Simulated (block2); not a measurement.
# CH6Si (methylsilane): DMRG/STO-6G, part 2 of 2

block2 0.5.4. The steps go on from the part before.

### 3 The distorted shape: the energy at DMRG/STO-6G

Contents of job.py:

```python
import numpy as np
from pyscf import cc, dft, gto, mcscf, mp, scf
from pyblock2._pyscf.ao2mo import integrals as itg
from pyblock2.driver.core import DMRGDriver, SymmetryTypes
from scipy.stats import linregress

mol = gto.M(atom="""
C     -0.456629     0.603163    -2.365704
Si     0.162420    -0.214550     0.841500
H     -1.515599     0.475933    -2.600984
H      0.120341    -0.027997    -3.045204
H     -0.188529     1.644143    -2.559264
H     -0.624960     0.646220     1.765390
H      1.605560    -0.040010     1.159870
H     -0.203110    -1.633210     1.102780
""", basis="sto-6g", charge=0, verbose=3, max_memory=2000)
print("nao: %d" % (mol.nao))
mf = scf.RHF(mol)
mf.conv_tol = 1e-10
mf.max_cycle = 200
mf.kernel()
if not mf.converged:
    mf = mf.newton().run(mf.mo_coeff, mf.mo_occ)
print(f"SCF energy: {mf.e_tot:.10f}")
# MP2, CCSD and CCSD(T) with the same frozen core
ref = mf
pt = mp.MP2(ref, frozen=6).run()
mycc = cc.CCSD(ref, frozen=6)
mycc.max_cycle = 150
mycc.kernel()
print(f"E(MP2): {pt.e_tot:.10f}")
if mycc.converged:
    print("E(CCSD): %.10f" % (mycc.e_tot))
    print(f"E(CCSD(T)): {mycc.e_tot + mycc.ccsd_t():.10f}")
    print(f"T1 diagnostic: {mycc.get_t1_diagnostic():.4f}")
# a few density functionals on the same geometry and basis
ks = dft.RKS(mol, xc="pbe").set(conv_tol=1e-9, verbose=3).run()
if ks.converged:
    print(f"E(PBE): {ks.e_tot:.8f}")
ks = dft.RKS(mol, xc="wb97x").set(conv_tol=1e-9, verbose=3).run()
if ks.converged:
    print("E(wB97X): %.8f" % (ks.e_tot))
ks = dft.RKS(mol, xc="m062x").set(conv_tol=1e-9, verbose=3).run()
if ks.converged:
    print("E(M06-2X): %.8f" % (ks.e_tot))
# CCSD natural orbitals
occ_no, mo = mcscf.addons.make_natural_orbitals(cc.CCSD(mf, frozen=6).run())
mf.mo_coeff = mo
ncas, n_elec, spin, ecore, h1e, g2e, orb_sym = itg.get_rhf_integrals(mf, ncore=6, ncas=14, pg_symm=False, g2e_symm=1)
dmrg = DMRGDriver(scratch="./tmp", symm_type=SymmetryTypes.SU2, stack_mem=1500 << 20, n_threads=1)
# order the orbitals along the chain
idx = dmrg.orbital_reordering(h1e, g2e, method="fiedler")
print("orbital order:", idx.tolist())
h1e = h1e[np.ix_(idx, idx)]
g2e = g2e[np.ix_(idx, idx, idx, idx)]
orb_sym = np.array(orb_sym)[idx]
dmrg.initialize_system(n_sites=ncas, n_elec=n_elec, spin=spin, orb_sym=orb_sym)
mpo = dmrg.get_qc_mpo(h1e=h1e, g2e=g2e, ecore=ecore, iprint=1)
occs = np.array([1.8] * 7 + [0.2] * 7)[idx]
psi = dmrg.get_random_mps(tag="GS", bond_dim=25, nroots=1, occs=occs)
bond_dims = [25] * 2 + [50] * 2 + [100] * 3
noises = [0.0001] * 2 + [0.0001] * 2 + [1e-05] * 3 + [0]
thrds = [1e-08] * 7
e = dmrg.dmrg(mpo, psi, n_sweeps=13, tol=1e-07, bond_dims=bond_dims, noises=noises, thrds=thrds, iprint=2)
ms, dws, es = dmrg.get_dmrg_results()
print("DW: %.3e" % (dws[-1]))
print(f"final energy: {e:.10f}")
csf, coef = dmrg.get_csf_coefficients(psi, cutoff=0.08, iprint=1)
print("c0^2: %.4f" % (np.max(np.abs(coef)) ** 2))
# extrapolation to zero discarded weight
psi = dmrg.adjust_mps(psi, dot=2)[0]
back = [90, 75, 60, 45]
dmrg.dmrg(mpo, psi, n_sweeps=4 * len(back), tol=0, bond_dims=[m for m in back for _ in range(4)], noises=[0] * (4 * len(back)), thrds=[1e-9] * (4 * len(back)), iprint=1)
ms, dws, es = dmrg.get_dmrg_results()
ms, dws, es = ms[3::4], dws[3::4], np.array(es)[3::4, 0]
fit = linregress(dws, es)
print("M values:", np.round(ms, 1).tolist())
print("DW(M):", np.round(dws, 12).tolist())
print("energies at each M:", np.round(es, 9).tolist())
print(f"extrapolated energy: {fit.intercept:.8f}")
print("error estimate: %.3e" % (abs(fit.intercept - es.min()) / 5))
```

On the command line:

```sh
$ python job.py
```

Output:

```text
nao: 20
converged SCF energy = -328.8896752521
SCF energy: -328.8896752521
E(RMP2) = -329.057891519363  E_corr = -0.168216267263347
E(SCS-RMP2) = -329.082146091399  E_corr = -0.192470839299698
E(CCSD) = -329.1353785783879  E_corr = -0.2457033262883457
E(MP2): -329.0578915194
E(CCSD): -329.1353785784
CCSD(T) correction = -0.00663674654565714
E(CCSD(T)): -329.1420153249
T1 diagnostic: 0.0302
converged SCF energy = -329.641611919862
E(PBE): -329.64161192
converged SCF energy = -329.809443585402
E(wB97X): -329.80944359
converged SCF energy = -329.76494601136
E(M06-2X): -329.76494601
E(CCSD) = -329.1353785783879  E_corr = -0.2457033262883457
orbital order: [4, 5, 8, 1, 12, 11, 7, 6, 10, 9, 0, 13, 2, 3]
integral symmetrize error =  0.0
integral cutoff error =  0.0
mpo terms =      22167

Build MPO | Nsites =    14 | Nterms =      22167 | Algorithm = FastBIP | Cutoff = 1.00e-20
 Site =     0 /    14 .. Mmpo =    14 DW = 0.00e+00 NNZ =       14 SPT = 0.0000 Tmvc = 0.001 T = 0.003
 Site =     1 /    14 .. Mmpo =    50 DW = 0.00e+00 NNZ =       56 SPT = 0.9200 Tmvc = 0.001 T = 0.004
 Site =     2 /    14 .. Mmpo =    72 DW = 0.00e+00 NNZ =      763 SPT = 0.7881 Tmvc = 0.001 T = 0.005
 Site =     3 /    14 .. Mmpo =   102 DW = 0.00e+00 NNZ =      875 SPT = 0.8809 Tmvc = 0.001 T = 0.006
 Site =     4 /    14 .. Mmpo =   140 DW = 0.00e+00 NNZ =     1292 SPT = 0.9095 Tmvc = 0.002 T = 0.006
 Site =     5 /    14 .. Mmpo =   186 DW = 0.00e+00 NNZ =     1726 SPT = 0.9337 Tmvc = 0.002 T = 0.007
 Site =     6 /    14 .. Mmpo =   240 DW = 0.00e+00 NNZ =     2142 SPT = 0.9520 Tmvc = 0.002 T = 0.007
 Site =     7 /    14 .. Mmpo =   186 DW = 0.00e+00 NNZ =     9792 SPT = 0.7806 Tmvc = 0.002 T = 0.013
 Site =     8 /    14 .. Mmpo =   140 DW = 0.00e+00 NNZ =     1733 SPT = 0.9334 Tmvc = 0.001 T = 0.004
 Site =     9 /    14 .. Mmpo =   102 DW = 0.00e+00 NNZ =     1297 SPT = 0.9092 Tmvc = 0.000 T = 0.003
 Site =    10 /    14 .. Mmpo =    72 DW = 0.00e+00 NNZ =      875 SPT = 0.8809 Tmvc = 0.000 T = 0.002
 Site =    11 /    14 .. Mmpo =    50 DW = 0.00e+00 NNZ =      509 SPT = 0.8586 Tmvc = 0.000 T = 0.001
 Site =    12 /    14 .. Mmpo =    14 DW = 0.00e+00 NNZ =      250 SPT = 0.6429 Tmvc = 0.000 T = 0.001
 Site =    13 /    14 .. Mmpo =     1 DW = 0.00e+00 NNZ =       14 SPT = 0.0000 Tmvc = 0.000 T = 0.000
Ttotal =      0.060 Tmvc-total = 0.014 MPO bond dimension =   240 MaxDW = 0.00e+00
NNZ =        21338 SIZE =       193236 SPT = 0.8896

Rank =     0 Ttotal =      0.062 MPO method = FastBipartite bond dimension =     240 NNZ =        21338 SIZE =       193236 SPT = 0.8896
Environment initialization | Nsites =    14 | Center =     0
 INIT-R <-- Site =   11 ..  Bmem =   200 B Rmem =   112 B T = 0.00
 INIT-R <-- Site =   10 ..  Bmem = 3.55 KB Rmem =   856 B T = 0.00
 INIT-R <-- Site =    9 ..  Bmem = 11.9 KB Rmem = 5.34 KB T = 0.00
 INIT-R <-- Site =    8 ..  Bmem = 71.5 KB Rmem = 31.5 KB T = 0.00
 INIT-R <-- Site =    7 ..  Bmem =  410 KB Rmem = 87.9 KB T = 0.00
 INIT-R <-- Site =    6 ..  Bmem = 1.12 MB Rmem =  133 KB T = 0.01
 INIT-R <-- Site =    5 ..  Bmem = 1.62 MB Rmem =  184 KB T = 0.04
 INIT-R <-- Site =    4 ..  Bmem = 1.41 MB Rmem =  133 KB T = 0.01
 INIT-R <-- Site =    3 ..  Bmem = 0.99 MB Rmem =  113 KB T = 0.01
 INIT-R <-- Site =    2 ..  Bmem =  846 KB Rmem = 87.5 KB T = 0.01
 INIT-R <-- Site =    1 ..  Bmem =  636 KB Rmem = 59.3 KB T = 0.00
 INIT-R <-- Site =    0 ..  Bmem =  371 KB Rmem = 39.4 KB T = 0.00
Time init sweep =        0.092 | MaxBmem = 1.62 MB | MaxRmem =  184 KB
 | Tread = 0.000 | Twrite = 0.003 | Tfpread = 0.000 | Tfpwrite = 0.001 | data = 876 KB | cpsd = 684 KB | Tasync = 0.000

[... 3 lines left out ...]
 --> Site =    2-   3 .. Mmps =   18 Ndav =  10 E =   -327.8009146350 Error = 0.00e+00 FLOPS = 1.67e+09 Tdav = 0.00 T = 0.01
[... 4 lines left out ...]
 --> Site =    7-   8 .. Mmps =   25 Ndav =  16 E =   -329.0519931942 Error = 1.91e-06 FLOPS = 2.82e+09 Tdav = 0.02 T = 0.09
[... 4 lines left out ...]
 --> Site =   12-  13 .. Mmps =   17 Ndav =   5 E =   -329.0783114823 Error = 4.44e-21 FLOPS = 2.35e+08 Tdav = 0.00 T = 0.00
[... 13 lines left out ...]
 <-- Site =    8-   9 .. Mmps =   25 Ndav =   6 E =   -329.0952305346 Error = 3.74e-05 FLOPS = 2.55e+09 Tdav = 0.01 T = 0.03
[... 4 lines left out ...]
 <-- Site =    3-   4 .. Mmps =   25 Ndav =   5 E =   -329.1056665574 Error = 1.96e-05 FLOPS = 2.64e+09 Tdav = 0.00 T = 0.02
[... 13 lines left out ...]
 --> Site =    1-   2 .. Mmps =   10 Ndav =   5 E =   -329.1242487924 Error = 0.00e+00 FLOPS = 8.15e+08 Tdav = 0.00 T = 0.01
[... 4 lines left out ...]
 --> Site =    6-   7 .. Mmps =   50 Ndav =   7 E =   -329.1295352911 Error = 4.12e-05 FLOPS = 3.07e+09 Tdav = 0.04 T = 0.14
[... 4 lines left out ...]
 --> Site =   11-  12 .. Mmps =   50 Ndav =   4 E =   -329.1372184914 Error = 1.44e-10 FLOPS = 1.27e+09 Tdav = 0.00 T = 0.02
[... 13 lines left out ...]
 <-- Site =    9-  10 .. Mmps =   50 Ndav =   4 E =   -329.1373871573 Error = 1.05e-05 FLOPS = 3.33e+09 Tdav = 0.01 T = 0.05
[... 4 lines left out ...]
 <-- Site =    4-   5 .. Mmps =   50 Ndav =   6 E =   -329.1395399690 Error = 1.65e-05 FLOPS = 3.60e+09 Tdav = 0.03 T = 0.09
[... 13 lines left out ...]
 --> Site =    0-   1 .. Mmps =    3 Ndav =   1 E =   -329.1396282977 Error = 0.00e+00 FLOPS = 3.22e+08 Tdav = 0.00 T = 0.00
[... 4 lines left out ...]
 --> Site =    5-   6 .. Mmps =  100 Ndav =   5 E =   -329.1399536403 Error = 7.07e-07 FLOPS = 4.06e+09 Tdav = 0.09 T = 0.22
[... 4 lines left out ...]
 --> Site =   10-  11 .. Mmps =  100 Ndav =   1 E =   -329.1410255568 Error = 2.94e-09 FLOPS = 2.52e+09 Tdav = 0.00 T = 0.05
[... 13 lines left out ...]
 <-- Site =   10-  11 .. Mmps =   35 Ndav =   1 E =   -329.1410255568 Error = 0.00e+00 FLOPS = 2.50e+09 Tdav = 0.00 T = 0.04
[... 4 lines left out ...]
 <-- Site =    5-   6 .. Mmps =  100 Ndav =   5 E =   -329.1411344845 Error = 2.63e-06 FLOPS = 4.42e+09 Tdav = 0.23 T = 0.41
[... 4 lines left out ...]
 <-- Site =    0-   1 .. Mmps =   55 Ndav =   1 E =   -329.1411969393 Error = 1.19e-20 FLOPS = 7.98e+08 Tdav = 0.00 T = 0.01
[... 13 lines left out ...]
 --> Site =    4-   5 .. Mmps =  100 Ndav =   4 E =   -329.1412160210 Error = 6.67e-06 FLOPS = 4.34e+09 Tdav = 0.14 T = 0.27
[... 4 lines left out ...]
 --> Site =    9-  10 .. Mmps =  100 Ndav =   3 E =   -329.1412594514 Error = 2.04e-07 FLOPS = 3.83e+09 Tdav = 0.02 T = 0.10
[... 13 lines left out ...]
 <-- Site =   11-  12 .. Mmps =   10 Ndav =   1 E =   -329.1412588073 Error = 0.00e+00 FLOPS = 1.49e+09 Tdav = 0.00 T = 0.02
[... 4 lines left out ...]
 <-- Site =    6-   7 .. Mmps =  100 Ndav =   5 E =   -329.1413298041 Error = 2.29e-05 FLOPS = 4.41e+09 Tdav = 0.29 T = 0.70
[... 4 lines left out ...]
 <-- Site =    1-   2 .. Mmps =   59 Ndav =   1 E =   -329.1412715896 Error = 6.85e-20 FLOPS = 1.56e+09 Tdav = 0.00 T = 0.03
[... 13 lines left out ...]
 --> Site =    3-   4 .. Mmps =  100 Ndav =   3 E =   -329.1412721485 Error = 1.44e-07 FLOPS = 3.87e+09 Tdav = 0.02 T = 0.08
[... 4 lines left out ...]
 --> Site =    8-   9 .. Mmps =  100 Ndav =   4 E =   -329.1412940656 Error = 4.87e-06 FLOPS = 4.38e+09 Tdav = 0.14 T = 0.27
[... 13 lines left out ...]
 <-- Site =   12-  13 .. Mmps =    3 Ndav =   1 E =   -329.1412773950 Error = 0.00e+00 FLOPS = 5.30e+08 Tdav = 0.00 T = 0.00
[... 4 lines left out ...]
 <-- Site =    7-   8 .. Mmps =  100 Ndav =   4 E =   -329.1412879964 Error = 3.17e-06 FLOPS = 4.39e+09 Tdav = 0.18 T = 0.55
[... 4 lines left out ...]
 <-- Site =    2-   3 .. Mmps =   87 Ndav =   2 E =   -329.1412794588 Error = 9.66e-20 FLOPS = 2.60e+09 Tdav = 0.00 T = 0.05
[... 13 lines left out ...]
 --> Site =    2-   3 .. Mmps =   35 Ndav =   1 E =   -329.1412794588 Error = 0.00e+00 FLOPS = 2.56e+09 Tdav = 0.00 T = 0.04
[... 4 lines left out ...]
 --> Site =    7-   8 .. Mmps =  100 Ndav =   4 E =   -329.1412907296 Error = 3.18e-06 FLOPS = 4.48e+09 Tdav = 0.17 T = 0.57
 --> Site =    8-   9 .. Mmps =  100 Ndav =   4 E =   -329.1412967803 Error = 4.82e-06 FLOPS = 4.36e+09 Tdav = 0.14 T = 0.27
 --> Site =    9-  10 .. Mmps =  100 Ndav =   3 E =   -329.1412806212 Error = 9.01e-08 FLOPS = 3.78e+09 Tdav = 0.02 T = 0.09
 --> Site =   10-  11 .. Mmps =  100 Ndav =   1 E =   -329.1412802250 Error = 3.55e-19 FLOPS = 2.52e+09 Tdav = 0.00 T = 0.05
 --> Site =   11-  12 .. Mmps =   64 Ndav =   1 E =   -329.1412802250 Error = 5.13e-20 FLOPS = 1.63e+09 Tdav = 0.00 T = 0.03
 --> Site =   12-  13 .. Mmps =   36 Ndav =   1 E =   -329.1412802250 Error = 9.76e-21 FLOPS = 5.21e+08 Tdav = 0.00 T = 0.01
[... 8 lines left out ...]
Sweep =   11 | Direction = backward | Bond dimension =  100 | Noise =  0.00e+00 | Dav threshold =  1.00e-08
 <-- Site =   12-  13 .. Mmps =    3 Ndav =   1 E =   -329.1412802250 Error = 0.00e+00 FLOPS = 5.41e+08 Tdav = 0.00 T = 0.00
 <-- Site =   11-  12 .. Mmps =   10 Ndav =   1 E =   -329.1412802250 Error = 0.00e+00 FLOPS = 1.66e+09 Tdav = 0.00 T = 0.02
 <-- Site =   10-  11 .. Mmps =   35 Ndav =   1 E =   -329.1412802250 Error = 0.00e+00 FLOPS = 2.52e+09 Tdav = 0.00 T = 0.04
 <-- Site =    9-  10 .. Mmps =  100 Ndav =   3 E =   -329.1412806214 Error = 8.94e-08 FLOPS = 3.83e+09 Tdav = 0.02 T = 0.08
 <-- Site =    8-   9 .. Mmps =  100 Ndav =   4 E =   -329.1412967809 Error = 4.82e-06 FLOPS = 4.33e+09 Tdav = 0.14 T = 0.25
 <-- Site =    7-   8 .. Mmps =  100 Ndav =   4 E =   -329.1412907643 Error = 3.18e-06 FLOPS = 4.38e+09 Tdav = 0.18 T = 0.56
 <-- Site =    6-   7 .. Mmps =  100 Ndav =   5 E =   -329.1413536843 Error = 2.48e-05 FLOPS = 4.45e+09 Tdav = 0.30 T = 0.71
 <-- Site =    5-   6 .. Mmps =  100 Ndav =   4 E =   -329.1412906197 Error = 3.33e-06 FLOPS = 4.43e+09 Tdav = 0.17 T = 0.33
 <-- Site =    4-   5 .. Mmps =  100 Ndav =   4 E =   -329.1412987918 Error = 5.83e-06 FLOPS = 4.35e+09 Tdav = 0.14 T = 0.26
 <-- Site =    3-   4 .. Mmps =  100 Ndav =   3 E =   -329.1412811554 Error = 1.45e-07 FLOPS = 3.81e+09 Tdav = 0.02 T = 0.09
 <-- Site =    2-   3 .. Mmps =   90 Ndav =   2 E =   -329.1412806015 Error = 8.86e-20 FLOPS = 2.65e+09 Tdav = 0.00 T = 0.05
 <-- Site =    1-   2 .. Mmps =   58 Ndav =   1 E =   -329.1412806015 Error = 6.44e-20 FLOPS = 1.62e+09 Tdav = 0.00 T = 0.03
 <-- Site =    0-   1 .. Mmps =   41 Ndav =   1 E =   -329.1412806015 Error = 3.12e-20 FLOPS = 3.58e+08 Tdav = 0.00 T = 0.01
Time elapsed =     21.333 | E =    -329.1413536843 | DE = -4.87e-08 | DW = 2.47887e-05
Time sweep =        2.416 | 3.99 GFLOP/SWP
 | Dmem = 2.23 MB (8%) | Imem = 94.7 KB (97%) | Hmem = 50.9 MB | Wmem = 102 KB | Pmem = 0 B
 | Tread = 0.012 | Twrite = 0.013 | Tfpread = 0.012 | Tfpwrite = 0.011 | Tmporead = 0.000
 | data = 10.6 MB | cpsd = 8.34 MB | Tasync = 0.000
 | Trot = 0.074 | Tctr = 0.000 | Tint = 0.000 | Tmid = 0.000 | Tdctr = 0.001 | Tdiag = 0.011 | Tinfo = 0.012
 | Teff = 1.284 | Tprt = 0.000 | Teig = 0.982 | Tblk = 2.313 | Tmve = 0.102 | Tdm = 0.001 | Tsplt = 0.012 | Tsvd = 0.000 | Torth = 0.000

DW: 2.479e-05
final energy: -329.1413536843
DTRIE T =      0.002
Number of CSF =          2 (cutoff =      0.08)
Sum of weights of included CSF =    0.918253774045929

CSF          0 22020002002022  =   -0.797314317313977
CSF          1 22020020002022  =    0.531548354763775
c0^2: 0.6357

Sweep =    0 | Direction =  forward | Bond dimension =   90 | Noise =  0.00e+00 | Dav threshold =  1.00e-09
Time elapsed =      2.327 | E =    -329.1413276613 | DW = 3.52075e-05

Sweep =    1 | Direction = backward | Bond dimension =   90 | Noise =  0.00e+00 | Dav threshold =  1.00e-09
Time elapsed =      4.382 | E =    -329.1413059636 | DE = 2.17e-05 | DW = 3.24409e-05

Sweep =    2 | Direction =  forward | Bond dimension =   90 | Noise =  0.00e+00 | Dav threshold =  1.00e-09
Time elapsed =      6.467 | E =    -329.1413048076 | DE = 1.16e-06 | DW = 3.16944e-05

Sweep =    3 | Direction = backward | Bond dimension =   90 | Noise =  0.00e+00 | Dav threshold =  1.00e-09
Time elapsed =      8.512 | E =    -329.1413050975 | DE = -2.90e-07 | DW = 3.17083e-05

Sweep =    4 | Direction =  forward | Bond dimension =   75 | Noise =  0.00e+00 | Dav threshold =  1.00e-09
Time elapsed =     10.272 | E =    -329.1412484419 | DE = 5.67e-05 | DW = 6.63077e-05

Sweep =    5 | Direction = backward | Bond dimension =   75 | Noise =  0.00e+00 | Dav threshold =  1.00e-09
Time elapsed =     11.771 | E =    -329.1411523844 | DE = 9.61e-05 | DW = 4.83548e-05

Sweep =    6 | Direction =  forward | Bond dimension =   75 | Noise =  0.00e+00 | Dav threshold =  1.00e-09
Time elapsed =     13.297 | E =    -329.1411436674 | DE = 8.72e-06 | DW = 4.41036e-05

Sweep =    7 | Direction = backward | Bond dimension =   75 | Noise =  0.00e+00 | Dav threshold =  1.00e-09
Time elapsed =     14.826 | E =    -329.1411437811 | DE = -1.14e-07 | DW = 4.40742e-05

Sweep =    8 | Direction =  forward | Bond dimension =   60 | Noise =  0.00e+00 | Dav threshold =  1.00e-09
Time elapsed =     16.122 | E =    -329.1410510325 | DE = 9.27e-05 | DW = 1.34359e-04

Sweep =    9 | Direction = backward | Bond dimension =   60 | Noise =  0.00e+00 | Dav threshold =  1.00e-09
Time elapsed =     17.218 | E =    -329.1408711859 | DE = 1.80e-04 | DW = 1.01555e-04

Sweep =   10 | Direction =  forward | Bond dimension =   60 | Noise =  0.00e+00 | Dav threshold =  1.00e-09
Time elapsed =     18.325 | E =    -329.1408593114 | DE = 1.19e-05 | DW = 9.35039e-05

Sweep =   11 | Direction = backward | Bond dimension =   60 | Noise =  0.00e+00 | Dav threshold =  1.00e-09
Time elapsed =     19.413 | E =    -329.1408521165 | DE = 7.19e-06 | DW = 9.04671e-05

Sweep =   12 | Direction =  forward | Bond dimension =   45 | Noise =  0.00e+00 | Dav threshold =  1.00e-09
Time elapsed =     20.304 | E =    -329.1406569628 | DE = 1.95e-04 | DW = 2.94882e-04

Sweep =   13 | Direction = backward | Bond dimension =   45 | Noise =  0.00e+00 | Dav threshold =  1.00e-09
Time elapsed =     21.005 | E =    -329.1404188639 | DE = 2.38e-04 | DW = 2.53182e-04

Sweep =   14 | Direction =  forward | Bond dimension =   45 | Noise =  0.00e+00 | Dav threshold =  1.00e-09
Time elapsed =     21.722 | E =    -329.1404077958 | DE = 1.11e-05 | DW = 2.36836e-04

Sweep =   15 | Direction = backward | Bond dimension =   45 | Noise =  0.00e+00 | Dav threshold =  1.00e-09
Time elapsed =     22.419 | E =    -329.1404092700 | DE = -1.47e-06 | DW = 2.36953e-04

M values: [90, 75, 60, 45]
DW(M): [3.1708291e-05, 4.4074213e-05, 9.04671e-05, 0.000236952605]
energies at each M: [-329.141305098, -329.141143781, -329.140852116, -329.14040927]
extrapolated energy: -329.14133680
error estimate: 6.341e-06
```

Run time: 55 s. Hardware: 1 thread of Arm Neoverse V2, shared host; peak memory 0.33 GiB.

### 4 Summary of results

This closing draws on all 2 parts.

At DMRG/STO-6G, 6 core orbitals frozen:

```
                                                                   quantity          value
                                           run 1, DMRG/STO-6G: total energy  -329.31678 Eh
run 1, DMRG/STO-6G: dipole moment (of the density that the program reports)         0.17 D
                         run 1, DMRG/STO-6G: T1 diagnostic of the CCSD step          0.003
                                              distorted shape: total energy  -329.14135 Eh
                            distorted shape: T1 diagnostic of the CCSD step          0.030
         energy change with the C1–Si2 bond stretched from 1.871 to 3.367 Å       4.774 eV
```

**Reading.** With the C1–Si2 bond stretched from 1.871 to 3.367 Å the energy rises by 4.77 eV (110 kcal/mol). The first shape isn't relaxed at this level, so the change isn't measured from a minimum. The minimal basis adds a large error of its own. The T1 diagnostic (distorted shape) of 0.030 is above the customary mark for such species, so a single reference may not serve.
